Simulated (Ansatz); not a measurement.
Gas-phase electronic energies from Ansatz, PBE0-D4/def2-TZVP geometries. CCSD(T)/CBS adds triple-zeta CCSD(T) − MP2 to the extrapolated MP2 energy (def2 sets, frozen cores). This one scheme is used for every species. DFT in def2-TZVPP. B3LYP here is the variant with VWN-RPA as its local correlation; programs differ in this. One conformer a species, not always the lowest.

Consider the formal exchange of groups at a C–F bond: `CCCOCF` + CH₄ → `CCCOCC` + H–F.

Task: Is it downhill or uphill in electronic energy at CCSD(T)/CBS, and by how much? (An estimate is asked.)

Result: Computed: Downhill: ΔE = -8.2 kJ/mol.

Task: What do these levels give: PBE-D4, r2SCAN-D4, B3LYP-D4, ωB97M-V, r2SCAN, HF/def2-TZVPP, MP2/def2-TZVPP, SCS-MP2/def2-TZVPP, CCSD(T)/def2-TZVPP, SCS-MP2/def2-QZVPP, MP2/CBS(def2), CCSD/CBS(def2)? (Best estimate.)

Result: Ansatz gave: PBE-D4 4.2, r2SCAN-D4 9.1, B3LYP-D4 7.0, ωB97M-V 4.2, r2SCAN 10.6, HF/def2-TZVPP 17.5, MP2/def2-TZVPP -10.6, SCS-MP2/def2-TZVPP -3.5, CCSD(T)/def2-TZVPP -3.4, SCS-MP2/def2-QZVPP -6.6, MP2/CBS(def2) -15.5, CCSD/CBS(def2) -7.1 kJ/mol.

Largest T1 diagnostic among the species: 0.011.

In def2-TZVPP, CCSD(T) changes the Hartree–Fock value by −20.9 kJ/mol (the triples alone add −1.1 kJ/mol) and MP2 by −28.2 kJ/mol. The D4 term adds −7.1 kJ/mol with B3LYP and −4.0 kJ/mol with PBE0; it sums over pairs of atoms, weighted by their polarisabilities, and B3LYP, whose exchange is more repulsive, gets the larger term. From PBE to PBE0 (25 % exact exchange), in def2-TZVPP and without D4, ΔE moves by −4.7 kJ/mol.
